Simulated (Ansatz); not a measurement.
**Other spins and charges of HC–N–Si, triplet at one geometry**

Geometry (PBE0/def2-TZVP stationary point for this spin, not checked as a minimum):

```xyz
4

C     0.0000   -0.2037    0.7974
N     0.0000   -0.1038   -0.4089
Si    0.0000   -0.0870   -2.0856
H     0.0000    0.3945    1.6971
```

Basis cc-pVDZ; Ansatz 0.2.0. Only valence electrons are correlated (noble-gas cores frozen). Prefix R: restricted or restricted open-shell reference; prefix U: unrestricted.

Gaps are energies of the second state less the first, at fixed atoms, for a selection of the levels run; each method lands on the state that its own search finds for that charge and spin.

Unrestricted rows (U, and Kohn–Sham where it breaks symmetry) aren't spin-pure: their determinants' ⟨S²⟩ exceeds S(S+1) by up to 0.40, so they mix in states of higher spin, at the starting point too. For open shells CISD is restricted-active-space CI with the open shells as a complete middle space. A value is left out where its run failed or describes another state than the reference as far as symmetry and spin tell, or, spin-broken singlets apart, can't be checked.

PBE gives 10.349 eV for removing an electron, to the quartet. Estimate what UCCSDT(Q) gives in cc-pVDZ.

UCCSDT(Q) in cc-pVDZ gives 9.913 eV, so against it PBE is off by 0.436 eV.

Large singles or doubles amplitudes warn of static correlation in the HC–N–Si triplet.

```tsv
level	gap (eV)	error (meV)	⟨S²⟩ where 0.1 over S(S+1) (first / second)
RHF	8.856	-1057	– / –
UHF	8.802	-1111	2.27 / 4.15
RMP2	9.416	-497	– / –
UMP2	9.911	-2	2.27 / 4.15
CISD	9.517	-396	– / –
RCCSD	9.867	-46	– / –
UCCSD	9.864	-49	2.27 / 4.15
RCCSD(T)	9.895	-18	– / –
UCCSD(T)	9.911	-2	2.27 / 4.15
BCCD(T)	9.904	-9	– / –
RCCSDT	9.912	-1	– / –
UCCSDT	9.909	-4	2.27 / 4.15
RCCSDT(Q)	9.916	3	– / –
r2SCAN	10.138	225	– / –
PBE0	10.333	420	– / –
B3LYP	10.557	644	– / –
wB97M-V	10.529	616	– / –
B2PLYP	10.279	366	– / 3.86
RPA-PBE	10.235	322	– / –
```

Removing an electron, to the doublet: 6.965 eV at UCCSDT(Q).

Large singles or doubles amplitudes warn of static correlation in the HC–N–Si triplet.

```json
{"level": "RHF", "gap (eV)": "6.357", "error (meV)": "-608", "⟨S²⟩ where 0.1 over S(S+1) (first / second)": "– / –"}
{"level": "UHF", "gap (eV)": "6.645", "error (meV)": "-320", "⟨S²⟩ where 0.1 over S(S+1) (first / second)": "2.27 / 0.88"}
{"level": "RMP2", "gap (eV)": "6.906", "error (meV)": "-59", "⟨S²⟩ where 0.1 over S(S+1) (first / second)": "– / –"}
{"level": "UMP2", "gap (eV)": "6.769", "error (meV)": "-196", "⟨S²⟩ where 0.1 over S(S+1) (first / second)": "2.27 / 0.88"}
{"level": "CISD", "gap (eV)": "6.785", "error (meV)": "-180", "⟨S²⟩ where 0.1 over S(S+1) (first / second)": "– / –"}
{"level": "RCCSD", "gap (eV)": "6.923", "error (meV)": "-42", "⟨S²⟩ where 0.1 over S(S+1) (first / second)": "– / –"}
{"level": "UCCSD", "gap (eV)": "6.931", "error (meV)": "-34", "⟨S²⟩ where 0.1 over S(S+1) (first / second)": "2.27 / 0.88"}
{"level": "RCCSD(T)", "gap (eV)": "6.947", "error (meV)": "-18", "⟨S²⟩ where 0.1 over S(S+1) (first / second)": "– / –"}
{"level": "UCCSD(T)", "gap (eV)": "6.947", "error (meV)": "-18", "⟨S²⟩ where 0.1 over S(S+1) (first / second)": "2.27 / 0.88"}
{"level": "BCCD(T)", "gap (eV)": "6.954", "error (meV)": "-11", "⟨S²⟩ where 0.1 over S(S+1) (first / second)": "– / –"}
{"level": "RCCSDT", "gap (eV)": "6.957", "error (meV)": "-8", "⟨S²⟩ where 0.1 over S(S+1) (first / second)": "– / –"}
{"level": "UCCSDT", "gap (eV)": "6.958", "error (meV)": "-7", "⟨S²⟩ where 0.1 over S(S+1) (first / second)": "2.27 / 0.88"}
{"level": "RCCSDT(Q)", "gap (eV)": "6.968", "error (meV)": "3", "⟨S²⟩ where 0.1 over S(S+1) (first / second)": "– / –"}
{"level": "PBE", "gap (eV)": "7.419", "error (meV)": "454", "⟨S²⟩ where 0.1 over S(S+1) (first / second)": "– / –"}
{"level": "r2SCAN", "gap (eV)": "7.547", "error (meV)": "582", "⟨S²⟩ where 0.1 over S(S+1) (first / second)": "– / –"}
{"level": "PBE0", "gap (eV)": "7.393", "error (meV)": "428", "⟨S²⟩ where 0.1 over S(S+1) (first / second)": "– / –"}
{"level": "B3LYP", "gap (eV)": "7.289", "error (meV)": "324", "⟨S²⟩ where 0.1 over S(S+1) (first / second)": "– / –"}
{"level": "wB97M-V", "gap (eV)": "6.992", "error (meV)": "27", "⟨S²⟩ where 0.1 over S(S+1) (first / second)": "– / –"}
{"level": "B2PLYP", "gap (eV)": "7.084", "error (meV)": "119", "⟨S²⟩ where 0.1 over S(S+1) (first / second)": "– / –"}
{"level": "RPA-PBE", "gap (eV)": "7.053", "error (meV)": "88", "⟨S²⟩ where 0.1 over S(S+1) (first / second)": "– / –"}
```

PBE gives 4.746 eV for quintet less triplet. Estimate what UCCSDT(Q) gives in cc-pVDZ.

UCCSDT(Q) in cc-pVDZ gives 4.465 eV, so against it PBE is off by 0.281 eV.

Large singles or doubles amplitudes warn of static correlation in the HC–N–Si triplet.

```
    level  gap (eV)  error (meV)  ⟨S²⟩ where 0.1 over S(S+1) (first / second)
      RHF     2.900        -1565                                        – / –
    RCCSD     4.307         -158                                        – / –
 RCCSD(T)     4.426          -39                                        – / –
 UCCSD(T)     4.423          -42                                     2.27 / –
  BCCD(T)     4.435          -30                                        – / –
RCCSDT(Q)     4.468            3                                        – / –
     PBE0     4.495           30                                        – / –
    B3LYP     4.806          341                                        – / –
   B2PLYP     4.636          171                                        – / –
```

In so small a basis the reference is far from its limit while semilocal and hybrid functionals are nearer theirs (RPA and double hybrids share much of the reference's basis error), so the functionals' errors here hold much of the reference's basis and frozen-core error, which can add to them or hide them.

Full CI isn't at hand for all of this; UCCSDT(Q) serves as the reference, and is uncertain by about the last step of the cluster series. The frozen core follows each run's orbitals, which can shift R against U totals by a few meV.
